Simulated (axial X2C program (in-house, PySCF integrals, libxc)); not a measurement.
# AlB: from the state search to constants

Aim: find the lowest determinant of AlB, scan the bond at several levels and fit the constants, once spin-free and once with spin–orbit coupling.

Method: all-electron X2C, Al dyall-v3z, B dyall-v3z; program: an in-house X2C program for linear molecules on PySCF integrals.

All values are calculated.

### Step 1. Set-up

Input file task.json:

```json
{"zs": [13, 5], "q": 0, "bas": ["dyall-v3z", "dyall-v3z"], "levels": ["PBE0", "HF", "TPSSh"], "cc": true, "r0": 2.11, "thr": -2.0, "nmax": 90, "npts": 10, "nst": 2, "ntry": 6}
```

Keys: zs atomic numbers; q charge; bas basis sets; levels methods (HF also brings MP2); cc coupled cluster on or off; r0 starting distance in Å; thr threshold in hartree for freezing inner shells (an s shell follows its p shell); nmax most natural virtual spinors; npts points asked for on the curve; nst determinants followed; ntry starts of the search.

Command:

```
python so2c.py task.json out
```

Spin-free means the one-electron spin-free X2C Hamiltonian; two-component (2c) means X2C with spin–orbit coupling and atomic mean-field two-electron Coulomb and Gaunt terms. Basis: Al dyall-v3z contracted to [8s8p2d1f], B dyall-v3z contracted to [7s6p2d1f]; Gaussian nuclei, density fitting. Masses: Al 26.982 u, B 11.009 u.

Notation: σ, π±, δ± give the projection m of an orbital's angular momentum (0, ±1, ±2), α and β its spin, Λ and M_S the sums; ω is the projection of a spinor's total angular momentum and Ω the sum. Logs are in hartree.

The results follow Hamiltonian by Hamiltonian and level by level.

### Step 2. Search for the lowest determinant

PBE0 moves the distance from 2.110 Å to 2.029 Å and compares determinants there.

Spin-free determinants:

| ΔE (eV) | state | open shells |
| --- | --- | --- |
| 0.00 | M_S = 1, Λ = 0 | beyond closed shells: π+α, π-α |
| 0.31 | M_S = 1, Λ = 1 | beyond closed shells: σα, π+α |
| 0.47 | M_S = 0, Λ = 1 | beyond closed shells: σα, π+β |
| 0.80 | M_S = 0, Λ = 0 | beyond closed shells: π+β, π-α |
| 0.80 | M_S = 0, Λ = 2 | beyond closed shells: π+α, π+β |
| 0.99 | M_S = 2, Λ = 0 | beyond closed shells: 2 × σα, π+α, π-α |
| 2.14 | M_S = 0, Λ = 0 | beyond closed shells: 2 × σβ, π+α, π-α |

Two-component determinants:

| ΔE (eV) | state | open shells |
| --- | --- | --- |
| 0.00 | Ω = 1 | excess of +ω over −ω: ω = -1/2, ω = 3/2 |
| 0.31 | Ω = 2 | excess of +ω over −ω: ω = 1/2, ω = 3/2 |
| 0.47 | Ω = 1 | excess of +ω over −ω: 2 × ω = 1/2 |
| 0.78 | Ω = 0 | closed shell |
| 0.80 | Ω = 0 | closed shell |
| 2.14 | Ω = 0 | excess of +ω over −ω: 3 × ω = 1/2, ω = -3/2 |
| 2.27 | Ω = 1 | excess of +ω over −ω: 2 × ω = 1/2 |

### Step 3. PBE0, spin-free

State followed: M_S = 1, Λ = 0 (beyond closed shells: π+α, π-α). The scan is laid around 2.029 Å, a first estimate of the minimum, and this SCF restarts from the orbitals of the search.

Output at 2.029 Å:

```text
spin-free X2C-1e  PBE0
basis functions 91  fitting functions 573  grid points 4361
iter        total energy     max residual
   1       -267.400995262     5.55e-05
   2       -267.400995276     5.73e-05
   3       -267.400995300     2.31e-05
   4       -267.400995306     1.88e-05
converged
one-electron -403.63150587  Coulomb 141.72682492  exact exchange -5.48215467  xc functional -16.96660853  nuclear repulsion 16.95244885
```

Along the bond, energies from the lowest point:

```
R (Å)  E (eV)  μ (D)  HOMO (eV)  LUMO (eV)  iterations
1.765  0.5628  -1.41      -6.23      -3.20          25
1.846  0.2356  -1.50      -6.06      -3.28          23
1.907  0.0942  -1.58      -5.94      -3.33          20
1.968  0.0209  -1.65      -5.83      -3.38          18
2.029  0.0000  -1.74      -5.73      -3.41           4
2.100  0.0257  -1.84      -5.62      -3.44          18
2.171  0.0905  -1.96      -5.51      -3.46          16
2.262  0.2129  -2.12      -5.39      -3.47          18
2.374  0.3982  -2.31      -5.24      -3.46          17
2.536  0.6966  -2.57      -5.06      -3.43          18
```

Dipoles are positive if B is the positive end.

Outer orbitals at the reference distance:

```
symmetry  occupied  ε (eV)             atomic character
      σα       yes  -12.99  54% B s, 27% Al s, 11% Al p
      σβ       yes  -11.32   42% B s, 37% Al s, 10% B p
      σα       yes   -7.89   35% Al s, 34% B p, 16% B s
      σβ       yes   -7.12  39% Al p, 34% Al s, 16% B s
     π-α       yes   -5.73   64% B p, 30% Al p, 4% Al d
     π+α       yes   -5.73   64% B p, 30% Al p, 4% Al d
      σα        no   -3.41  42% B p, 36% Al p, 17% Al s
      σβ        no   -2.55   61% B p, 17% Al p, 13% B s
     π+β        no   -2.40            60% Al p, 38% B p
     π-β        no   -2.40            60% Al p, 38% B p
```

PBE0 fields in the half plane through the axis: z from -2.4 to 4.2 Å across, distance from the axis 0.15 to 2.25 Å upwards; Al lies at z = 0 and B at z = 2.029 Å; the ELF is damped to zero where the density is low.

log10 density (e/bohr³). Ten even steps from ' ' (-4.44 ) to '@' (0.98 ):
```
    ....::::::::::::::::::::::::::::......    
  ....::::::----------------------::::::....  
....::::--------======----====--------::::..  
..::::----==========================----::....
::::----======++++++++++++++++++++====--::::..
::::--====++++++++++++++++++++++++++====--::..
::----====++++######++++++********++++==--::..
::----==++++**%%@@%%**++****##@@**++++==--::::
```

ELF. Ten even steps from '0' (0.00 ) to '9' (1.00 ):
```
00002344433222332100000
00146777654444555421000
01578998875556777653100
15899999876667888864200
38999997556778999876310
69999940003788899886410
79999603730587214876420
89999318381372490576420
```

Re = 2.027 Å, ωe = 615 cm⁻¹, ωexe = 4.83 cm⁻¹, Be = 0.5245 cm⁻¹, De = 2.11 eV, μ = -1.74 D. ⟨S²⟩ = 2.20 against 2.00 for a pure state, so this determinant mixes spins.

### Step 4. HF, spin-free

Output at 2.029 Å:

```text
spin-free X2C-1e  HF
basis functions 91  fitting functions 573  grid points 4361
iter        total energy     max residual
   1       -266.880850802     1.13e-01
   2       -266.893430123     1.43e-02
   3       -266.896894790     1.89e-02
   4       -266.899193879     2.01e-02
   5       -266.900459969     8.02e-03
   6       -266.901083421     3.72e-03
   7       -266.901158933     2.28e-03
   8       -266.901197081     8.07e-04
   9       -266.901212326     9.02e-04
  10       -266.901224659     7.75e-04
  11       -266.901227714     2.31e-04
  12       -266.901228174     4.33e-05
  13       -266.901228205     2.23e-05
  14       -266.901228208     5.21e-06
  15       -266.901228208     1.93e-06
converged
one-electron -403.42758293  Coulomb 141.58618857  exact exchange -22.01228270  xc functional 0.00000000  nuclear repulsion 16.95244885
```

Re = 1.996 Å, ωe = 653 cm⁻¹, ωexe = 5.69 cm⁻¹, Be = 0.541 cm⁻¹, De = 1.21 eV, μ = -2.33 D. ⟨S²⟩ = 2.67 against 2.00 for a pure state, so this determinant mixes spins.

### Step 5. TPSSh, spin-free

The SCF at the reference distance of 2.029 Å:

```text
spin-free X2C-1e  TPSSh
basis functions 91  fitting functions 573  grid points 4361
iter        total energy     max residual
   1       -267.570029995     5.86e-02
   2       -267.570778993     2.24e-03
   3       -267.570790766     1.04e-03
   4       -267.570797904     2.18e-03
   5       -267.570802951     4.60e-04
   6       -267.570804321     2.04e-04
   7       -267.570804948     2.01e-04
   8       -267.570804987     4.08e-05
   9       -267.570804991     4.53e-06
converged
one-electron -403.65601236  Coulomb 141.76429999  exact exchange -2.19416015  xc functional -20.43738131  nuclear repulsion 16.95244885
```

Re = 2.032 Å, ωe = 615 cm⁻¹, ωexe = 4.94 cm⁻¹, Be = 0.5224 cm⁻¹, De = 2.08 eV, μ = -1.59 D. ⟨S²⟩ = 2.22 against 2.00 for a pure state, so this determinant mixes spins.

### Step 6. Correlated methods, spin-free

Correlated methods: 6 electrons correlated (frozen shells, counted by type: Al 2 s, 1 p; B 1 s), 148 virtual spinors in MP2, 89 natural virtuals in coupled cluster.

Output of the correlated part at 2.029 Å:

```text
correlated 6  virtual 148  natural virtual 89  E(MP2) -0.096462757  MP2 remainder -0.001183072
iter   CCSD correlation   residual
   1     -0.110810921   1.33e-01
   2     -0.119923231   7.43e-02
   3     -0.122800272   4.20e-02
   4     -0.124950828   2.83e-02
   5     -0.126134063   1.68e-02
   6     -0.126532440   9.31e-03
   7     -0.126820166   5.58e-03
   8     -0.126845973   3.20e-03
   9     -0.126902971   1.69e-03
  10     -0.126906027   7.11e-04
  11     -0.126924785   2.96e-04
  12     -0.126927727   1.36e-04
  13     -0.126932325   6.94e-05
  14     -0.126934828   3.71e-05
  15     -0.126936381   1.92e-05
  16     -0.126936722   7.40e-06
  17     -0.126936730   3.74e-06
(T) -0.009170401  T1 0.1108  D1 0.2148  max T2 0.138
```

T1 in the output is the amplitude norm over the root of the electron number; divide by √2 for the Lee–Taylor value.

MP2: No constants are quoted: the reference is strongly spin-contaminated.

CCSD: Re = 2.051 Å, ωe = 587 cm⁻¹, ωexe = 4.01 cm⁻¹, Be = 0.5127 cm⁻¹, De = 1.50 eV. T1 at Re = 0.079 (Lee–Taylor, the printed value over √2).

CCSD(T): Re = 2.058 Å, ωe = 586 cm⁻¹, ωexe = 4.19 cm⁻¹, Be = 0.5093 cm⁻¹, De = 1.69 eV. T1 at Re = 0.079 (Lee–Taylor, the printed value over √2).

### Step 7. A higher determinant, spin-free

State: M_S = 1, Λ = 1 (beyond closed shells: σα, π+α).

Output at the reference distance:

```text
spin-free X2C-1e  PBE0
basis functions 91  fitting functions 573  grid points 4361
iter        total energy     max residual
   1       -267.389721459     1.37e-05
   2       -267.389721462     7.04e-06
converged
one-electron -403.76026387  Coulomb 141.88323997  exact exchange -5.48968962  xc functional -16.97545678  nuclear repulsion 16.95244885
```

```csv
R (Å),E above the lowest PBE0 point (eV)
1.765,1.563
1.846,0.990
1.907,0.684
1.968,0.462
2.029,0.307
2.100,0.194
2.171,0.138
2.262,0.129
2.374,0.184
```

No constants are quoted: too few points lie around the minimum for a second fit to confirm the first.

### Step 8. The spin-free curves together

Energy (eV) of the followed determinant, spin-free, from each level's lowest point:

| R (Å) | PBE0 | HF | MP2 (spin-contaminated) | CCSD | CCSD(T) | TPSSh |
| --- | --- | --- | --- | --- | --- | --- |
| 1.765 | 0.563 | 0.478 | 0.560 | n/a | n/a | 0.582 |
| 1.846 | 0.236 | 0.172 | 0.231 | 0.280 | 0.298 | 0.248 |
| 1.907 | 0.094 | 0.051 | 0.090 | 0.124 | 0.135 | 0.102 |
| 1.968 | 0.021 | 0.000 | 0.018 | 0.036 | 0.041 | 0.024 |
| 2.029 | 0.000 | 0.001 | 0.000 | 0.000 | 0.000 | 0.000 |
| 2.100 | 0.026 | 0.051 | 0.032 | 0.009 | 0.004 | 0.023 |
| 2.171 | 0.091 | 0.137 | 0.106 | 0.058 | 0.050 | 0.086 |
| 2.262 | 0.213 | 0.282 | 0.242 | 0.163 | 0.152 | 0.207 |
| 2.374 | 0.398 | 0.492 | 0.444 | n/a | n/a | 0.391 |
| 2.536 | 0.697 | 0.826 | 0.757 | n/a | n/a | 0.686 |

### Step 9. PBE0, 2c

State followed: Ω = 1 (excess of +ω over −ω: ω = -1/2, ω = 3/2). The scan is laid around 2.029 Å, a first estimate of the minimum, and this SCF restarts from the orbitals of the search.

Output at 2.029 Å:

```text
two-component X2C + atomic mean field  PBE0
basis functions 91  fitting functions 573  grid points 4361
iter        total energy     max residual
   1       -267.372186017     8.99e-05
   2       -267.372186034     5.81e-05
   3       -267.372186055     3.50e-05
   4       -267.372186065     4.97e-05
   5       -267.372186065     2.57e-06
converged
one-electron -403.55370295  Coulomb 141.70311074  exact exchange -5.48128916  xc functional -16.96392587  nuclear repulsion 16.95244885  atomic mean-field constant -0.02882767
```

Along the bond, energies from the lowest point:

| R (Å) | E (eV) | μ (D) | HOMO (eV) | LUMO (eV) | iterations |
| --- | --- | --- | --- | --- | --- |
| 1.765 | 0.5635 | -1.41 | -6.22 | -3.20 | 27 |
| 1.846 | 0.2361 | -1.50 | -6.05 | -3.28 | 23 |
| 1.907 | 0.0945 | -1.58 | -5.94 | -3.33 | 21 |
| 1.968 | 0.0210 | -1.65 | -5.83 | -3.38 | 17 |
| 2.029 | 0.0000 | -1.74 | -5.73 | -3.41 | 5 |
| 2.100 | 0.0255 | -1.84 | -5.62 | -3.44 | 18 |
| 2.171 | 0.0903 | -1.96 | -5.51 | -3.46 | 16 |
| 2.262 | 0.2125 | -2.12 | -5.39 | -3.47 | 18 |
| 2.374 | 0.3977 | -2.31 | -5.24 | -3.46 | 17 |
| 2.536 | 0.6959 | -2.57 | -5.06 | -3.43 | 24 |

Dipoles are positive if B is the positive end.

Outer spinors at the reference distance:

| ω | occupied | ε (eV) | atomic character | λ mixture |
| --- | --- | --- | --- | --- |
| 1/2 | yes | -12.99 | 54% B s, 27% Al s, 11% Al p | 100% σ |
| -1/2 | yes | -11.32 | 42% B s, 37% Al s, 10% B p | 100% σ |
| 1/2 | yes | -7.89 | 35% Al s, 34% B p, 16% B s | 100% σ |
| -1/2 | yes | -7.12 | 39% Al p, 34% Al s, 16% B s | 100% σ |
| -1/2 | yes | -5.73 | 64% B p, 30% Al p, 4% Al d | 100% π |
| 3/2 | yes | -5.73 | 64% B p, 29% Al p, 4% Al d | 100% π |
| 1/2 | no | -3.41 | 42% B p, 36% Al p, 17% Al s | 100% σ |
| -1/2 | no | -2.55 | 61% B p, 17% Al p, 13% B s | 100% σ |
| 1/2 | no | -2.41 | 60% Al p, 38% B p | 100% π |
| -3/2 | no | -2.40 | 60% Al p, 38% B p | 100% π |

PBE0 fields in the half plane through the axis: z from -2.4 to 4.2 Å across, distance from the axis 0.15 to 2.25 Å upwards; Al lies at z = 0 and B at z = 2.029 Å; the ELF is damped to zero where the density is low.

log10 density (e/bohr³). Ten even steps from '0' (-4.44 ) to '9' (0.98 ):
```
00112222222222222211100
01122233333333333222110
11223333444334433332210
12233444444444444433211
22334445555555555443221
22344555555555555544321
23344557775556666554321
23345568986566796554322
```

ELF. Ten even steps from '0' (0.00 ) to '9' (1.00 ):
```
00002344433222332100000
00146777654444555421000
01578998875556777653100
15899999876667888864200
38999997556778999876310
69999940003788899886410
79999603730587214876420
89999318381372490576420
```

Re = 2.028 Å, ωe = 614 cm⁻¹, ωexe = 4.82 cm⁻¹, Be = 0.5244 cm⁻¹, De = 2.11 eV, μ = -1.74 D.

### Step 10. HF, 2c

Output at 2.029 Å:

```text
two-component X2C + atomic mean field  HF
basis functions 91  fitting functions 573  grid points 4361
iter        total energy     max residual
   1       -266.852127686     1.13e-01
   2       -266.864702448     1.43e-02
   3       -266.868167722     1.89e-02
   4       -266.870468539     2.02e-02
   5       -266.871736403     8.03e-03
   6       -266.872361421     3.72e-03
   7       -266.872437149     2.28e-03
   8       -266.872475420     8.08e-04
   9       -266.872490718     9.05e-04
  10       -266.872503086     7.77e-04
  11       -266.872506150     2.32e-04
  12       -266.872506611     4.34e-05
  13       -266.872506643     2.25e-05
  14       -266.872506646     5.34e-06
  15       -266.872506647     4.09e-06
  16       -266.872506647     4.03e-06
  17       -266.872506647     2.71e-06
converged
one-electron -403.35021532  Coulomb 141.56295769  exact exchange -22.00887019  xc functional 0.00000000  nuclear repulsion 16.95244885  atomic mean-field constant -0.02882767
```

No constants are quoted: the solution changes its character somewhere along the scan, so the fit is set aside.

### Step 11. TPSSh, 2c

The SCF at the reference distance of 2.029 Å:

```text
two-component X2C + atomic mean field  TPSSh
basis functions 91  fitting functions 573  grid points 4361
iter        total energy     max residual
   1       -267.541184118     5.86e-02
   2       -267.541933071     2.24e-03
   3       -267.541944887     1.04e-03
   4       -267.541952077     2.18e-03
   5       -267.541957138     4.63e-04
   6       -267.541958523     2.07e-04
   7       -267.541959151     2.03e-04
   8       -267.541959192     4.07e-05
   9       -267.541959195     6.28e-06
converged
one-electron -403.57862579  Coulomb 141.74104584  exact exchange -2.19381862  xc functional -20.43418179  nuclear repulsion 16.95244885  atomic mean-field constant -0.02882767
```

Re = 2.032 Å, ωe = 615 cm⁻¹, ωexe = 4.94 cm⁻¹, Be = 0.5223 cm⁻¹, De = 2.08 eV, μ = -1.59 D.

### Step 12. MP2 and beyond, 2c

Correlated methods: 6 electrons correlated (frozen shells, counted by type: Al 2 s, 1 p; B 1 s), 148 virtual spinors in MP2, 90 natural virtuals in coupled cluster.

Output of the correlated part at 2.029 Å:

```text
correlated 6  virtual 148  natural virtual 90  E(MP2) -0.096460847  MP2 remainder -0.001107133
iter   CCSD correlation   residual
   1     -0.110859166   1.33e-01
   2     -0.119973359   7.44e-02
   3     -0.122854136   4.21e-02
   4     -0.125016675   2.85e-02
   5     -0.126216347   1.69e-02
   6     -0.126620368   9.46e-03
   7     -0.126917041   5.72e-03
   8     -0.126944437   3.30e-03
   9     -0.127003243   1.75e-03
  10     -0.127006150   7.30e-04
  11     -0.127025403   3.03e-04
  12     -0.127028368   1.40e-04
  13     -0.127033120   7.17e-05
  14     -0.127035713   3.89e-05
  15     -0.127037348   2.10e-05
  16     -0.127037723   9.68e-06
  17     -0.127037726   6.41e-06
(T) -0.009197401  T1 0.1113  D1 0.2160  max T2 0.138
```

MP2: No constants are quoted: the reference changes its character somewhere along the scan, so the fit is set aside.

CCSD: No constants are quoted: the reference changes its character somewhere along the scan, so the fit is set aside.

CCSD(T): No constants are quoted: the reference changes its character somewhere along the scan, so the fit is set aside.

### Step 13. A higher determinant, 2c

State: Ω = 2 (excess of +ω over −ω: ω = 1/2, ω = 3/2).

Output at the reference distance:

```text
two-component X2C + atomic mean field  PBE0
basis functions 91  fitting functions 573  grid points 4361
iter        total energy     max residual
   1       -267.360821900     9.54e-05
   2       -267.360821981     5.81e-05
   3       -267.360822080     5.62e-05
   4       -267.360822150     3.52e-05
   5       -267.360822154     8.52e-06
converged
one-electron -403.68203637  Coulomb 141.85923686  exact exchange -5.48884417  xc functional -16.97279964  nuclear repulsion 16.95244885  atomic mean-field constant -0.02882767
```

```csv
R (Å),E above the lowest PBE0 point (eV)
1.765,1.256
1.846,0.993
1.907,0.687
1.968,0.464
2.029,0.309
2.100,0.196
2.171,0.140
2.262,0.131
2.374,0.186
```

No constants are quoted: the solution changes its character somewhere along the scan, so the fit is set aside.

### Step 14. The 2c curves together

Energy (eV) of the followed determinant, 2c, from each level's lowest point:

```csv
R (Å),PBE0,HF (jumps),MP2 (its reference jumps),CCSD (its reference jumps),CCSD(T) (its reference jumps),TPSSh
1.765,0.564,0.478,0.560,n/a,n/a,0.583
1.846,0.236,0.172,0.232,0.281,0.299,0.248
1.907,0.095,0.051,0.090,0.125,0.136,0.102
1.968,0.021,0.000,0.018,0.036,0.041,0.024
2.029,0.000,0.001,0.000,0.000,0.000,0.000
2.100,0.026,0.050,0.032,0.009,0.004,0.023
2.171,0.090,0.136,0.106,0.058,0.049,0.086
2.262,0.213,0.210,0.169,0.084,0.146,0.206
2.374,0.398,0.280,0.219,n/a,n/a,0.390
2.536,0.696,0.447,0.381,n/a,n/a,0.685
```

Time for the job: 62 s (1 thread of Arm Neoverse V2, shared host); peak memory 0.37 GiB.

### Step 15. What came out

Lowest determinant that the search found at its distance, spin-free: M_S = 1, Λ = 0 (beyond closed shells: π+α, π-α).

Lowest determinant that the search found at its distance, 2c: Ω = 1 (excess of +ω over −ω: ω = -1/2, ω = 3/2).

| Hamiltonian | level | Re (Å) | ωe (cm⁻¹) | De (eV) | μ (D) |
| --- | --- | --- | --- | --- | --- |
| spin-free | PBE0 | 2.027 | 615 | 2.11 | -1.74 |
| spin-free | HF | 1.996 | 653 | 1.21 | -2.33 |
| spin-free | CCSD | 2.051 | 587 | 1.50 | n/a |
| spin-free | CCSD(T) | 2.058 | 586 | 1.69 | n/a |
| spin-free | TPSSh | 2.032 | 615 | 2.08 | -1.59 |
| 2c | PBE0 | 2.028 | 614 | 2.11 | -1.74 |
| 2c | TPSSh | 2.032 | 615 | 2.08 | -1.59 |

Dipoles are positive if B is the positive end. No constants: spin-free MP2 (the reference is strongly spin-contaminated); 2c HF (the solution changes its character somewhere along the scan, so the fit is set aside); 2c MP2 (the reference changes its character somewhere along the scan, so the fit is set aside); 2c CCSD (the reference changes its character somewhere along the scan, so the fit is set aside); 2c CCSD(T) (the reference changes its character somewhere along the scan, so the fit is set aside). Spin-free ⟨S²⟩ is off its pure value at PBE0 2.20, HF 2.67, TPSSh 2.22.

Time per point (s) on 1 thread of Arm Neoverse V2, shared host (2c runs); the times are rough: PBE0 0.3, TPSSh 0.56.

What this shows: At PBE0, going from spin-free to two-component changes Re by 0 mÅ, ωe by 0.0 %; the spin-free picture holds up (part of it comes from the scalar share of the two-electron terms). De moves by 0.00 eV; both De rest on single-determinant atoms, which can miss part of an open shell's spin–orbit lowering.

De refers to Al + B, each in the lowest determinant found, which need not be this curve's own limit. The state is a single determinant with fixed occupations, the lowest that a limited PBE0 search found. Dissociation energies refer to the lowest single-determinant-based atoms at the same level and basis. Density functionals use the spin component along the axis (collinear). Coupled cluster ran in a truncated set of natural virtual spinors; the MP2 energy of the rest was added. The meta-GGAs lack a current-density term, which matters for open shells with orbital currents, atoms included. With several unpaired electrons one determinant need not be a pure state. The spin-free determinant is spin-contaminated at some levels. T1 at Re is 0.079 (Lee–Taylor), above the customary mark of 0.02.
